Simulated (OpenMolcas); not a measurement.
**One shape, several levels: triplet BPH4**

We compute a comparison of 6 runs (UHF/STO-3G, UM06-2X/STO-3G, UPBE/STO-3G, UPBE0/STO-3G, ROMP2/STO-3G, ROCCSD(T)/STO-3G) of triplet BPH4. 

The results are computed with OpenMolcas 26.06.

### Step 1. Starting point

The species is BPH4 (6 atoms), meant as a triplet with charge 0. As SMILES of the parent species, `BP`. Geometry: relaxed at GFN2-xTB. That shape belongs to the parent species and isn't relaxed for this state.

Bond lengths: B1–P2 1.841 Å, B1–H3 1.169 Å, B1–H4 1.169 Å, P2–H5 1.378 Å, P2–H6 1.378 Å. Angles: B1–P2–H5 103.7°, B1–P2–H6 103.7°, P2–B1–H3 119.5°, P2–B1–H4 119.5°, H5–P2–H6 96.8°, H3–B1–H4 120.3°.

### Step 2. A single-point energy at UHF/STO-3G (run 1)

input.xyz

```xyz
6

B      0.002660    -0.867960     0.118880
P      0.378740     0.928770     0.259630
H     -0.777460    -1.351190     0.842930
H      0.659230    -1.540870    -0.575930
H      0.599110     1.319050    -1.043720
H     -0.862270     1.512200     0.398210
```

test.inp

```
&gateway
 baslib
 $CurrDir
 coord
 input.xyz
 basis
 STO-3G
 group
 NoSym

&seward

&scf
 uhf
 spin
 3
 thresholds
 1e-10 1e-07 1e-07 1e-05
 prorbitals
 1 1
```

The basis set STO-3G is read from a file made from the Basis Set Exchange's data (not shown).

On the command line:

```console
$ export MOLCAS_MEM=1860
$ pymolcas test.inp > test.log
```

The log of the run:

```text
--- Start Module: gateway ---
[...]
--- Stop Module: gateway /rc=_RC_ALL_IS_WELL_ ---
--- Start Module: seward ---
[...]
      Basis functions           18
--- Stop Module: seward /rc=_RC_ALL_IS_WELL_ ---
--- Start Module: scf ---
[...]
       Convergence after  17 Iterations
[...]
::    Total SCF energy                               -363.4294437766
[...]
      Total spin, S                                     1.0045490369
[...]
      Total electronic charge=   24.000000
      Total            charge=   -0.000000
[...]
      Dipole Moment (debye):
      Origin of the operator (angstrom)=    0.2472    0.4162    0.1949
                   X=  1.0027E+00               Y=  5.4902E+00               Z=  2.8142E-01           Total=  5.5881E+00
      Quadrupole Moment (debye*angstrom):
[...]
--- Stop Module: scf /rc=_RC_ALL_IS_WELL_ ---
[...]
```

It took 1.9 s on 1 thread of Arm Neoverse V1, shared host; peak memory 0.37 GiB.

### Step 3. A single-point energy at UM06-2X/STO-3G (run 2)

input.xyz is that of step 2.

test.input

```
* BH4P Kohn-Sham DFT
>>> EXPORT MOLCAS_PRINT=2
&GATEWAY
BasLib=$CurrDir
Coord=input.xyz
Basis=STO-3G
Group=NoSym
&SEWARD
GridInput
Grid=UltraFine
End of Grid
&SCF
UHF
Spin=3
KSDFT=M062X
Thresholds=1e-10 1e-07 1e-07 1e-05
PrOrbitals=1 1
```

The basis set STO-3G is read from a file made from the Basis Set Exchange's data (not shown).

On the command line:

```console
$ export MOLCAS_MEM=1860
$ pymolcas test.input > test.log
```

The log of the run:

```text
--- Start Module: gateway ---
[...]
--- Stop Module: gateway /rc=_RC_ALL_IS_WELL_ ---
--- Start Module: seward ---
[...]
      Basis functions           18
--- Stop Module: seward /rc=_RC_ALL_IS_WELL_ ---
--- Start Module: scf ---
[...]
       Convergence after  18 Iterations
[...]
::    Total KS-DFT energy                            -364.2242371154
[...]
      Total spin, S                                     1.0015102203
[...]
      Total electronic charge=   24.000000
      Total            charge=   -0.000000
[...]
      Dipole Moment (debye):
      Origin of the operator (angstrom)=    0.2472    0.4162    0.1949
                   X=  8.4659E-01               Y=  4.9219E+00               Z=  1.9898E-01           Total=  4.9981E+00
      Quadrupole Moment (debye*angstrom):
[...]
--- Stop Module: scf /rc=_RC_ALL_IS_WELL_ ---
[...]
```

It took 12 s on 1 thread of Arm Neoverse V1, shared host; peak memory 0.37 GiB.

Runs 3 to 4 aren't shown in full; the table further down has their settings and results.

### Step 4. A single-point energy at ROMP2/STO-3G (run 5)

input.xyz is that of step 3.

test.input

```
* BH4P ROMP2
&gateway
baslib = $CurrDir
coord = input.xyz
basis = STO-3G
group = NoSym
&seward
&scf
uhf
spin = 3
thresholds = 1e-10 1e-07 1e-07 1e-05
prorbitals = 1 1
&rasscf
fileorb = $Project.UnaOrb
spin = 3
nactel = 2 0 0
inactive = 11
ras2 = 2
outorbitals = Canonical
orblisting = Nothing
&caspt2
ipea = 0.0
frozen = 6
```

The basis set STO-3G is read from a file made from the Basis Set Exchange's data (not shown).

On the command line:

```console
$ export MOLCAS_MEM=1860
$ pymolcas test.input > test.log
```

The log of the run:

```text
--- Start Module: gateway ---
[...]
--- Stop Module: gateway /rc=_RC_ALL_IS_WELL_ ---
[...]
      Basis functions           18
[...]
       Convergence after  17 Iterations
[...]
::    Total SCF energy                               -363.4294437766
[...]
      Total spin, S                                     1.0045490369
[...]
--- Start Module: rasscf ---
[...]
      Number of active orbitals                  2
[...]
      Spin quantum number                      1.0
[...]
      Active orbitals                            2
[...]
      Number of CSFs                             1
[...]
      Number of root(s) required                 1
[...]
      Convergence after 12 iterations
[...]
      printout of CI-coefficients larger than  0.05 for root  1
      energy=    -363.425556
      conf/sym  11     Coeff  Weight
             1  uu   1.00000 1.00000
      Natural orbitals and occupation numbers for root  1
      sym 1:   1.000000   1.000000
      ************************************************************************************************************************
      *                                                    Final results                                                     *
[...]
::    RASSCF root number  1 Total energy:   -363.42555643
[...]
      Total electronic charge=   24.000000
      Total            charge=   -0.000000
[...]
      Dipole Moment (debye):
      Origin of the operator (angstrom)=    0.2472    0.4162    0.1949
                   X=  1.0285E+00               Y=  5.4786E+00               Z=  3.0913E-01           Total=  5.5829E+00
      Quadrupole Moment (debye*angstrom):
[...]
--- Stop Module: rasscf /rc=_RC_ALL_IS_WELL_ ---
[...]
      E2 (Variational):          -0.0638817962
      Total energy:            -363.4894382300
[...]
      Reference weight:           0.96880
[...]
::    CASPT2 Root  1     Total energy:   -363.48943823
[...]
```

Run time: 2.7 s. Hardware: 1 thread of Arm Neoverse V1, shared host; peak memory 0.37 GiB.

### Step 5. A single-point energy at ROCCSD(T)/STO-3G (run 6)

input.xyz is that of step 4.

test.inp

```
* BH4P CCSD(T)

&GATEWAY
  BasLib
  $CurrDir
  Coord
  input.xyz
  Basis
  STO-3G
  Group
  NoSym

&SEWARD

&SCF
  UHF
  Spin
  3
  Thresholds
  1e-10 1e-07 1e-07 1e-05
  PrOrbitals
  1 1

&RASSCF
  FileOrb
  $Project.UnaOrb
  Spin
  3
  Nactel
  2 0 0
  Inactive
  11
  Ras2
  2
  OutOrbitals
  Canonical
  OrbListing
  Nothing

&MOTRA
  JobIph
  Frozen
  6

&CCSDT
  CCT
  Triples
  3
  Iterations
  80
  Accuracy
  1e-08
  Extrapolation
  5 4
```

The basis set STO-3G is read from a file made from the Basis Set Exchange's data (not shown).

On the command line:

```console
$ export MOLCAS_MEM=1860
$ pymolcas test.inp > test.log
```

The log of the run:

```text
--- Start Module: gateway ---
[...]
--- Stop Module: gateway /rc=_RC_ALL_IS_WELL_ ---
[...]
      Basis functions           18
[...]
       Convergence after  17 Iterations
[...]
::    Total SCF energy                               -363.4294437766
[...]
      Total spin, S                                     1.0045490369
[...]
      Number of active orbitals                  2
[...]
      Spin quantum number                      1.0
[...]
      Active orbitals                            2
[...]
      Number of CSFs                             1
[...]
      Number of root(s) required                 1
[...]
      Convergence after 12 iterations
[...]
      printout of CI-coefficients larger than  0.05 for root  1
      energy=    -363.425556
      conf/sym  11     Coeff  Weight
             1  uu   1.00000 1.00000
      Natural orbitals and occupation numbers for root  1
      sym 1:   1.000000   1.000000
      ************************************************************************************************************************
      *                                                    Final results                                                     *
[...]
::    RASSCF root number  1 Total energy:   -363.42555643
[...]
      Total electronic charge=   24.000000
      Total            charge=   -0.000000
[...]
      Dipole Moment (debye):
      Origin of the operator (angstrom)=    0.2472    0.4162    0.1949
                   X=  1.0285E+00               Y=  5.4786E+00               Z=  3.0913E-01           Total=  5.5829E+00
      Quadrupole Moment (debye*angstrom):
[...]
--- Start Module: motra ---
[...]
      Convergence after                    18  Iterations
      Total energy (diff) :    -363.51788922      -0.00000000
[...]
 METHOD                       : CCSD+T(CCSD)+<T3(1)WT1>+<T3(1)UT2> = CCSD(T)
[...]
       CCSD     =      -363.5178892236212
[...]
```

Wall time 2.8 s (1 thread of Arm Neoverse V1, shared host); peak memory 0.37 GiB.

### Step 6. All runs side by side

```
run             level  integration grid  frozen core orbitals  energy (Eh)  dipole moment (D)   ⟨S²⟩  wall time
  1        UHF/STO-3G                 –                     –  -363.429444               5.59  2.014      1.9 s
  2    UM06-2X/STO-3G         UltraFine                     –  -364.224237               5.00  2.005       12 s
  3       UPBE/STO-3G         UltraFine                     –  -364.002349               4.26  2.003      8.4 s
  4      UPBE0/STO-3G         UltraFine                     –  -364.064206               4.76  2.004      8.7 s
  5      ROMP2/STO-3G                 –                     6  -363.489438                  –      –      2.7 s
  6  ROCCSD(T)/STO-3G                 –                     6  -363.518514                  –      –      2.8 s
```

### Step 7. Outcome

| quantity | value |
| --- | --- |
| run 6: total energy | -363.51851 Eh |
| run 6: (T) correction | -0.63 mEh |

In words: Over runs 1, 2, 3, 4 the dipole moment (its size) runs from 4.26 D (UPBE/STO-3G) to 5.59 D (UHF/STO-3G). Totals of different functionals can't be ranked against each other. In runs 1, 2, 3, 4, 5, 6 the basis is minimal, so the values are rough. All runs together took 37 s, the longest 12 s.
